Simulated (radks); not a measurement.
**Ionisation of F³⁺: one atom, several choices of functional**

The task here is to estimate one member of a computed series from the others.

Method: non-relativistic Kohn-Sham, spin-polarised, spherical densities, point nucleus; open shells are filled with parallel spins first. Code: radks (a radial shooting solver on a logarithmic mesh, Libxc functionals) version 1.

2 further runs of the same task are left out: 2 that didn't finish.

## Starting point

| Property | Result |
| --- | --- |
| element | fluorine (Z = 9) |
| charge | +3 |
| electrons | 6 |
| configuration | [He] 2s2 2p2 |
| ion | F⁴⁺, [He] 2s2 2p1 |
| choices | exchange-only B88; r2SCAN; Wu-Cohen GGA; LDA (Slater exchange, VWN5 correlation); TPSS |

Outer shells as boxes (Hund's rule):

F³⁺
```
[He] core
2s [↑↓]
2p [↑ ][↑ ][  ]
```

F⁴⁺
```
[He] core
2s [↑↓]
2p [↑ ][  ][  ]
```

Set-up of the first run:

Settings of this run:

```text
Z 9
configuration [He] 2s2 2p2
relativity non-relativistic
functional b88,
spin polarised
nucleus point
```

Among the steps run: exchange-only B88: F³⁺; exchange-only B88: F⁴⁺; r2SCAN: F³⁺; r2SCAN: F⁴⁺; Wu-Cohen GGA: F³⁺; Wu-Cohen GGA: F⁴⁺; LDA (Slater exchange, VWN5 correlation): F³⁺; LDA (Slater exchange, VWN5 correlation): F⁴⁺; TPSS: F³⁺; TPSS: F⁴⁺.

One table of the session follows, with a row left open; its other results are not shown here.

```
                             functional  E(F³⁺) (hartree)  Δ-SCF (eV)  −ε(HOMO) (eV)
                      exchange-only B88         -95.29992      87.078         74.361
                                 r2SCAN                 ?           ?              ?
                           Wu-Cohen GGA         -95.26808      87.851         75.119
LDA (Slater exchange, VWN5 correlation)         -94.83737      87.857         75.123
                                   TPSS         -95.50451      87.979         75.342
```

**Question.** Estimate the row for r2SCAN.

**Answer.** E(F³⁺) (hartree): -95.43947; Δ-SCF (eV): 88.326; −ε(HOMO) (eV): 75.945. In the column «E(F³⁺) (hartree)» it lies between TPSS (-95.50451) and exchange-only B88 (-95.29992).

The NIST Atomic Spectra Database lists 87.18 eV (semi-empirical). The smallest miss is that of exchange-only B88 (-0.10 eV), the largest that of r2SCAN (+1.15 eV). The ionisation energies span 1.25 eV, the total energies of F³⁺ 18.2 eV: most of the change in the total cancels in the difference. Open shells are spherical and high-spin; term and fine-structure splittings are not resolved.
